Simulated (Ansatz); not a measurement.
A run on CH3FMg (`[CH3][Mg][F]`) with other settings.

```yaml
crystal:
  periodic: [false, false, false]
  atoms:
    - {symbol: C, position_ang: [0.511058, -0.428924, 0.359982]}
    - {symbol: Mg, position_ang: [-0.821605, 0.677446, -0.610808]}
    - {symbol: F, position_ang: [-1.955361, 1.618577, -1.436658]}
    - {symbol: H, position_ang: [0.130626, -1.382492, 0.580598]}
    - {symbol: H, position_ang: [1.385048, -0.562336, -0.206613]}
    - {symbol: H, position_ang: [0.790457, 0.016289, 1.269052]}
basis:
  gaussian: {orbitals: LANL2DZ}
hamiltonian: {xc: {name: r2SCAN50}, dispersion: d4}
scf: {lower_state_search: light}
```

```sh
$ ansatz run in.yaml --threads 4 --pin off --events-out ev --progress --plain --max-ram 10444MiB
```

It prints (some lines left out):

```
Error: <dir> can't be read: No such file or directory (os error 2)
```
